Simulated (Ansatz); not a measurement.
Results of PBEsol in Ansatz (PAW) for fcc Cu.

Run with plane-wave cutoff 500 eV, 34×34×34 k mesh, Fermi–Dirac smearing 0.1 eV, no spin polarisation, scalar-relativistic PAW data made under PBE.

Computed at the level's own relaxed cell.

Q: Give the computed volume per atom and lattice parameter a.

A: 
- volume per atom = 11.31 Å³/atom
- lattice parameter a = 3.563 Å

Measured, for comparison: equilibrium volume per atom 11.62 Å³/atom, lattice constant a 3.595 Å (low-temperature or extrapolated to 0 K; zero-point anharmonic expansion removed; as tabulated in Csonka et al. (2009), arXiv:0903.4037). Computed (rounded) less measured: equilibrium volume per atom -2.7 %, lattice constant a -0.9 %.

Computing time: very roughly 80 core-seconds.

Ansatz is a quantum-chemistry and plane-wave program.
